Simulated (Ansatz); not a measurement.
**SiS (SMILES [Si-]#[S+]): HF/jorge-TZP (accuracy low)**

What is the vertical electron affinity of SiS at HF/jorge-TZP (accuracy low)? 

The results are computed with Ansatz 0.2.0.

10 further runs of the same task are left out: 4 for a known fault of the program, 1 that didn't finish, 5 set aside as unsound or not needed.

### Step 1. Starting point

SiS has 2 atoms, charge 0, and is taken as a singlet. SMILES: `[Si-]#[S+]`. Geometry: the measured bond length.

Bond lengths: Si1–S2 1.929 Å.

### Step 2. Energy and forces at HF/jorge-TZP (accuracy low)

molecule.yaml reads:

```yaml
crystal:
  periodic: [false, false, false]
  atoms:
    - {symbol: Si, position_ang: [0.000000, 0.000000, 0.000000]}
    - {symbol: S, position_ang: [0.000000, 0.000000, 1.929321]}
basis:
  gaussian: {orbitals: jorge-TZP.json}
total_charge: 0
hamiltonian: {xc: hf}
accuracy: low
output: {forces: true, orbitals: {seedname: orbitals}}
```

The basis set jorge-TZP is read from a file made from the Basis Set Exchange's data (not shown).

On the command line:

```bash
$ ansatz run molecule.yaml --threads 1 --pin off --max-ram 2610MiB --events-out events.jsonl --progress --plain --runs-dir runs
```

The log of the run:

```text
Warning: RAYON_NUM_THREADS=1 ignored (pool sized by the plan → 1); use --threads N
Functional definition: HF
  name "HF"
  exchange = exact_x
  correlation = 0
619 factors; their error is unknown
mean field evaluation 1: about -18679.2847 eV, gradient 1.8e1 eV
mean field evaluation 2: about -18679.9511 eV, gradient 1.3e1 eV
mean field evaluation 4: about -18680.4598 eV, gradient 3.9e-1 eV
mean field evaluation 8: about -18680.6372 eV, gradient 2.2e-5 eV
mean field -18680.63723245 eV, -686.5007561017 hartree, gradient 1.9e-5 eV, S^2 0.000000; 0 other end points of the search recorded, 0 dependent functions left out
the calculation of the forces begins
reference -18680.63723245 eV, -686.5007561017 hartree; 15, 15 occupied and 65, 65 virtual orbitals, 619 factors
Total energy: -18680.63723245 eV, -686.5007561017 hartree
Atom 0 at     0.000000     0.000000     0.000000 Å, force     0.000000    -0.000000     0.419341 eV/Å
Atom 1 at     0.000000     0.000000     1.929321 Å, force    -0.000000     0.000000    -0.419341 eV/Å
Dipole moment:     0.000000     0.000000    -0.490793 e Å
```

It took 0.56 s on 1 thread of Arm Neoverse V1, shared host; peak memory 0.1 GiB.

### Step 3. The doublet anion at the same level

Changes to molecule.yaml since step 2:

```diff
@@ -7,5 +7,6 @@
   gaussian: {orbitals: jorge-TZP.json}
-total_charge: 0
+total_charge: -1
+magnetization: {spin_polarized: true, initial_magnetization: 1}
+accuracy: low
 hamiltonian: {xc: hf}
-accuracy: low
 output: {forces: true, orbitals: {seedname: orbitals}}
```

The basis set jorge-TZP is read from a file made from the Basis Set Exchange's data (not shown).

On the command line:

```bash
$ ansatz run molecule.yaml --threads 1 --pin off --max-ram 2610MiB --events-out events.jsonl --progress --plain --runs-dir runs
```

The log of the run, cut to the lines that bear on the results:

```text
Warning: RAYON_NUM_THREADS=1 ignored (pool sized by the plan → 1); use --threads N
[... 2 set-up lines as earlier in the session ...]
[...]
619 factors; their error is unknown
[...]
mean field -18680.52937285 eV, -686.4967923346 hartree, gradient 1.3e-5 eV, S^2 0.772284; 0 other end points of the search recorded, 0 dependent functions left out
[...]
reference -18680.52937285 eV, -686.4967923346 hartree; 16, 15 occupied and 64, 65 virtual orbitals, 619 factors
Total energy: -18680.52937285 eV, -686.4967923346 hartree
Atom 0 at     0.000000     0.000000     0.000000 Å, force     0.000000    -0.000000    -2.926574 eV/Å
Atom 1 at     0.000000     0.000000     1.929321 Å, force    -0.000000     0.000000     2.926574 eV/Å
Dipole moment:    -0.000000     0.000000     0.069664 e Å
```

Run time: 2 s. Hardware: 1 thread of Arm Neoverse V1, shared host; peak memory 0.16 GiB.

### Step 4. Outcome

At HF/jorge-TZP (accuracy low):

```
                                         quantity          value
                        singlet SiS: total energy  -686.50076 Eh
                       singlet SiS: dipole moment         2.36 D
                         singlet SiS: HOMO energy      -10.56 eV
                         singlet SiS: LUMO energy        0.68 eV
                       singlet SiS: HOMO–LUMO gap       11.23 eV
            singlet SiS: largest force on an atom     0.419 eV/Å
                      doublet anion: total energy  -686.49679 Eh
doublet anion: HOMO energy (highest over α and β)       -0.49 eV
 doublet anion: LUMO energy (lowest over α and β)        6.29 eV
                              doublet anion: ⟨S²⟩          0.772
          doublet anion: largest force on an atom     2.927 eV/Å
vertical electron affinity (to the doublet anion)      -0.108 eV
```

The anion lies 0.11 eV (10.4 kJ/mol) above the neutral: the electron isn't bound at this level, and such a value depends on the basis. Without diffuse functions anions come out too high. Hartree–Fock misses the correlation that binds many anions. The largest force (singlet SiS) is 0.42 eV/Å: the shape isn't a stationary point for this species at this level. The accuracy setting (singlet SiS) is loose, so the last digits carry no meaning. The accuracy setting (doublet anion) is loose, so the last digits carry no meaning.
